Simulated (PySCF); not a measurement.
B3LYP has the VWN-RPA correlation part, as in Gaussian. 

```xyz
10

C     -1.2753     0.1570     0.1625
C      0.0251     0.2030    -0.6094
C      1.2632    -0.2546     0.1301
O      0.0724     0.5848    -1.7553
H     -1.4973    -0.8718     0.4583
H     -1.1923     0.7406     1.0829
H     -2.0864     0.5445    -0.4494
H      2.1267    -0.2186    -0.5298
H      1.1267    -1.2707     0.5088
H      1.4373     0.3867     0.9982
```

Charge 0, multiplicity 1.

Task: Give the Mulliken and meta-Löwdin atomic charges from B3LYP-D3(BJ)/def2-TZVP (PySCF).

Result: 
```json
[
 {"atom": "C1", "Mulliken (e)": "-0.32", "meta-Löwdin (e)": "-0.38"},
 {"atom": "C2", "Mulliken (e)": "0.20", "meta-Löwdin (e)": "0.40"},
 {"atom": "C3", "Mulliken (e)": "-0.32", "meta-Löwdin (e)": "-0.38"},
 {"atom": "O4", "Mulliken (e)": "-0.28", "meta-Löwdin (e)": "-0.42"},
 {"atom": "H5", "Mulliken (e)": "0.12", "meta-Löwdin (e)": "0.13"},
 {"atom": "H6", "Mulliken (e)": "0.12", "meta-Löwdin (e)": "0.13"},
 {"atom": "H7", "Mulliken (e)": "0.13", "meta-Löwdin (e)": "0.13"},
 {"atom": "H8", "Mulliken (e)": "0.13", "meta-Löwdin (e)": "0.13"},
 {"atom": "H9", "Mulliken (e)": "0.12", "meta-Löwdin (e)": "0.13"},
 {"atom": "H10", "Mulliken (e)": "0.12", "meta-Löwdin (e)": "0.13"}
]
```
